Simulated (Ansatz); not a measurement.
For In6S7 (P2₁/m, No. 11), PBEsol (PAW; Ansatz, a program for electronic structure) gives:

```
Property               Result
---------------  ------------
cohesive energy  3.63 eV/atom
band gap              0.07 eV
```

**Question.** What does r²SCAN+rVV10 (plane waves, PAW; Ansatz) give for the same quantities?

**Answer.** 
- cohesive energy: 3.60 eV/atom (drops by 0.03 eV/atom)
- band gap: 0.32 eV (grows by 0.25 eV)

For comparison: band gap 0.75 eV (measured, temperature not stated, no zero-point or thermal correction, from temperature-dependent dark current, crystal; as tabulated in Qasrawi and Gasanly (2006), doi:10.1088/0953-8984/18/19/014).

Changes are worked out from the printed values.

Unless a cell is named, each level is at its own relaxed cell.

Levels without +SOC leave out spin–orbit coupling, which shifts energies and cells of such heavy elements.

Spin–orbit coupling is included only where a level's name says +SOC; with heavier elements it mostly lowers gaps and can invert bands. Density-functional gaps are differences of (generalised) Kohn–Sham levels.

Caveats: the relaxation could not lower the start's symmetry, so the cell can be a saddle point above a distorted one (PBEsol, r²SCAN+rVV10). Ansatz's density-functional and Hartree–Fock values are scalar-relativistic unless marked +SOC, with PAW data made under PBE.
